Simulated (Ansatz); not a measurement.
A calculation on 1T (CdI2-type) ZrSe2 returned lattice constant a 3.694 Å, lattice parameter c 5.948 Å.

For reference: lattice constant a 3.77 Å (measured, temperature not stated, not corrected to a static lattice; as tabulated in Björkman (2014), arXiv:1406.2436); lattice parameter c 6.122 Å (measured, temperature not stated, zero-point anharmonic expansion removed (computed with revB86b-DF2); no thermal correction; as tabulated in Björkman (2014), arXiv:1406.2436).

### Question
Which level of theory produced these numbers?
A. LDA (Ansatz, an electronic-structure program)
B. PBEsol-D3(BJ) (Ansatz)
C. LC-ωPBE (Ansatz)
D. PBE-D4 (Ansatz)

### Answer
A, LDA (Ansatz)

The others give: PBEsol-D3(BJ) 3.662 Å, 5.838 Å; LC-ωPBE 3.781 Å, 6.558 Å; PBE-D4 3.752 Å, 6.128 Å.

Unless a cell is named, each level is at its own relaxed cell (LC-ωPBE 27.06, LDA 23.43, PBE-D4 24.90, PBEsol-D3(BJ) 22.60 Å³/atom).

Caveats: LDA has no dispersion term either, though it tends to give short spacings of layers, chains or molecules (LDA); the cell comes from a level without a dispersion term, which matters for the spacing of layers, chains or molecules (LC-ωPBE). Ansatz's density-functional and Hartree–Fock values are scalar-relativistic unless marked +SOC, with PAW data made under PBE.
